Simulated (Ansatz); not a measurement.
## Solid CO2 (dry ice)

Level of theory: PBEsol (plane waves, PAW; Ansatz, an electronic-structure program).

Numerical settings: plane-wave cutoff 500 eV, 4×4×4 k mesh, gaussian smearing 0.02 eV, scalar-relativistic PAW data made under PBE.

Cell (relaxed at this level):

```
CELL_PARAMETERS angstrom
      5.80433     0.00000     0.00000
      0.00000     5.80433     0.00000
      0.00000     0.00000     5.80433
ATOMIC_POSITIONS crystal
  C  0.00000 0.50000 0.50000
  C  0.50000 0.00000 0.50000
  C  0.00000 0.00000 0.00000
  C  0.50000 0.50000 0.00000
  O  0.88393 0.61607 0.38393
  O  0.38393 0.88393 0.61607
  O  0.88393 0.88393 0.88393
  O  0.11607 0.11607 0.11607
  O  0.61607 0.38393 0.88393
  O  0.61607 0.11607 0.38393
  O  0.38393 0.61607 0.11607
  O  0.11607 0.38393 0.61607
```

```
Item                        Result
-------------------  -------------
volume per atom      16.30 Å³/atom
lattice parameter a        5.804 Å
```

Measured, for comparison: equilibrium volume per atom 14.32 Å³/atom, lattice constant a 5.56 Å (5 K, zero-point motion not removed; as tabulated in Tran et al. (2019), arXiv:1903.00284). Computed (rounded) less measured: equilibrium volume per atom +13.8 %, lattice constant a +4.4 %.

Note: the cell comes from a level without a dispersion term, which matters for the spacing of layers, chains or molecules.
